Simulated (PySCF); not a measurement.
## HF at RHF-MP2

Computed with RHF-MP2; H def2-TZVPPD, F def2-TZVPPD; no relativity (PySCF 2.14).

```
state                          : ¹Σ⁺ (singlet), closed shell
bond length                    : 0.920 Å
harmonic wavenumber            : 4124 cm⁻¹
force constant                 : 9.59 mdyn/Å
rotational constant Be         : 20.81 cm⁻¹
anharmonicity ωexe             : 84.7 cm⁻¹
vibration–rotation constant αe : 0.775 cm⁻¹
well depth De to H + F         : 143.2 kcal/mol
dissociation energy D0         : 137.3 kcal/mol
```

Correlated steps freeze 1 core orbital. Where the molecule has an RHF reference, its open-shell atoms are computed with UHF.
